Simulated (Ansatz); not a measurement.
Energy needed to pull apart C$_{2}$H$_{3}$B (SMILES BC#C), singlet, into free ground-state atoms, from the structure below (displaced at random from a GFN2-xTB minimum); no zero-point or spin–orbit terms; open-shell atoms are treated unrestricted, in their ground-state multiplicity.

B1  (-0.768, 0.492, -0.374)
C2  (0.296, -0.253, -0.023)
C3  (1.228, -0.874, 0.420)
H4  (-1.703, 0.286, -0.897)
H5  (-0.808, 1.658, -0.247)
H6  (1.953, -1.544, 0.731)
(Å)

Ansatz 0.2.0; basis: def2-TZVPP; cores frozen in the correlated methods. B3LYP uses VWN-RPA correlation.

```tsv
method	atomization energy (eV)
SPW92	28.10
PBE-D4	25.34
r2SCAN-D4	?
PBE0-D4	24.83
B3LYP-D4	24.83
wB97M-V	?
HF	18.40
MP2	24.49
CCSD	23.43
CCSD(T)	23.84
```

(1) What does wB97M-V give? (To be estimated.)

(2) What does r2SCAN-D4 give? (Judge from chemistry; the value comes from the calculation.)

No T1 diagnostic of these runs exceeds 0.016.

Answers

(1) By the calculation: 24.72 eV, which is about 0.88 eV more than CCSD(T)/def2-TZVPP.

(2) The calculation gives: 24.82 eV, which is about 0.98 eV more than CCSD(T)/def2-TZVPP.

In triple zeta the MP2 and coupled-cluster atomization energies are still short of their basis limit by a few kcal/mol a bond, whereas those of the functionals are nearly converged, so these differences are not deviations from converged CCSD(T).

For scale, one of the runs: CCSD(T)/def2-TZVPP forces, 135 basis functions (an equivalent command: `ansatz run in.yaml --threads 4`). Hardware: 4 CPU threads, shared host. Wall time 20 s; peak host memory 1.3 GiB.
